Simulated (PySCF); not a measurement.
**`CC[PH+]1C=C1`, [C4H8P]+, charge +1**

Molfile (atoms numbered from 1):
```
C4H8P
     RDKit          3D

 13 13  0  0  0  0  0  0  0  0999 V2000
   -1.5261   -0.5155    0.4341 C   0  0  0  0  0  0  0  0  0  0  0  0
   -0.9970    0.6744   -0.3525 C   0  0  0  0  0  0  0  0  0  0  0  0
    0.8019    0.6879   -0.4851 P   0  0  0  0  0  0  0  0  0  0  0  0
    1.8655   -0.0749    0.6839 C   0  0  0  0  0  0  0  0  0  0  0  0
    1.7879   -0.7627   -0.4441 C   0  0  0  0  0  0  0  0  0  0  0  0
   -2.6223   -0.4537    0.4782 H   0  0  0  0  0  0  0  0  0  0  0  0
   -1.1518   -0.5243    1.4683 H   0  0  0  0  0  0  0  0  0  0  0  0
   -1.2661   -1.4722   -0.0418 H   0  0  0  0  0  0  0  0  0  0  0  0
   -1.2698    1.6409    0.1069 H   0  0  0  0  0  0  0  0  0  0  0  0
   -1.3749    0.6979   -1.3899 H   0  0  0  0  0  0  0  0  0  0  0  0
    1.2982    1.8032   -1.1934 H   0  0  0  0  0  0  0  0  0  0  0  0
    2.3217   -0.0399    1.6757 H   0  0  0  0  0  0  0  0  0  0  0  0
    2.1403   -1.6563   -0.9642 H   0  0  0  0  0  0  0  0  0  0  0  0
  1  2  1  0
  2  3  1  0
  3  4  1  0
  4  5  2  0
  5  3  1  0
  1  6  1  0
  1  7  1  0
  1  8  1  0
  2  9  1  0
  2 10  1  0
  3 11  1  0
  4 12  1  0
  5 13  1  0
M  CHG  1   3   1
M  END
```

Level of theory: PySCF, GIAO B3LYP/3-21G magnetisability, rotational g tensor and spin-rotation constants, non-relativistic, gas phase. Geometry: PBE0-D3(BJ)/def2-SVP.

For an ion the centre-of-mass motion in the field is neglected.

Question: Give the nuclear spin-rotation constants along the inertial axes (H = +C I·J) beside the isotropic shieldings.

Answer: Rotational constants 7.5529, 2.9921, 2.5431 GHz. A star marks the isotopologue with that one atom substituted, in its own axes.
```csv
atom,isotope,Caa (kHz),Cbb (kHz),Ccc (kHz),mean (kHz),σ (ppm)
P3,31P,3.623,2.479,3.229,3.110,602.8
H6,1H,0.058,-0.397,-0.327,-0.222,30.6
H7,1H,-0.864,-0.317,-0.138,-0.440,31.8
H8,1H,-0.865,-0.315,-0.139,-0.440,31.8
H9,1H,-0.792,-0.315,-0.126,-0.411,30.0
H10,1H,-0.798,-0.317,-0.121,-0.412,30.0
H11,1H,-0.957,0.013,-0.314,-0.420,27.7
H12,1H,-0.676,-0.218,-0.016,-0.303,24.1
H13,1H,-0.666,-0.225,-0.015,-0.302,24.2
C1,13C*,0.757,0.290,0.224,0.424,194.0
C2,13C*,0.745,0.255,0.329,0.443,187.6
C4,13C*,1.595,0.808,0.611,1.005,96.5
```
For the geometry as given, no vibrational averaging.
